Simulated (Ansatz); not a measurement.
Active spaces for NH₃, singlet

Computed with Ansatz's Gaussian-basis code (development build). Basis pcseg-2, nonrelativistic, 1 orbital frozen in the corrections. State-specific CASSCF; RHF is the lowest restricted (open-shell) Hartree–Fock solution met. No symmetry is imposed, so a solution can break that of the shape. Lower solutions, or ones in other orbitals, may exist.

Geometry:

```xyz
4

N     0.0000    0.0000    0.1000
H     0.9377    0.0000   -0.2816
H    -0.4688    0.8121   -0.2816
H    -0.4688   -0.8121   -0.2816
```

Task: What do CASSCF and its corrections give against RHF in CAS(4,4), and what are the occupations?

Result: CASSCF -1.147 eV, SC-NEVPT2 -6.150 eV; occupations 1.98, 1.98, 0.02, 0.02.

Task: Roughly how much CPU time does a whole run from the default start take (median of such runs, summed over threads; nearly all runs on one pinned thread of a shared server, mostly Xeon at 2.3 to 2.6 GHz, by a development driver)?

Result: CAS(4,4): about 4.3 s. Other jobs ran beside these, and the count of passes differs.
